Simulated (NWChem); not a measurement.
System: CH6Si; SMILES C[SiH3]

Input file for NWChem:

```
start job
memory heap 200 mb stack 900 mb global 1100 mb
geometry units angstroms noautoz
  Si     0.000000     0.000000     0.621832
  C      0.000000     0.000000    -1.259299
  H     -1.056900    -0.917476     1.150952
  H     -0.266108     1.374040     1.150952
  H      1.323008    -0.456564     1.150952
  H      0.195647    -1.010095    -1.650223
  H      0.776944     0.674483    -1.650223
  H     -0.972591     0.335612    -1.650223
end
basis spherical
  * library aug-cc-pvtz
end
dft
  xc b3lyp
  iterations 150
  semidirect filesize 400000000
  mulliken
end
task dft energy
```

Coordinates come from a PBE0/def2-SVP optimisation. B3LYP is NWChem's, with the RPA form of VWN correlation.

Question: Predict the main results of this run. (B3LYP/aug-cc-pVTZ.) Quantities: basis functions; energy (Ha); highest occupied level (eV); orbital gap (eV); dipole (D).

Answer: The number of basis functions is 234, the energy (Ha) is -331.26 and the highest occupied level (eV) is -8.98. The orbital gap (eV) comes out as 8.60 and the dipole (D) is 0.78.
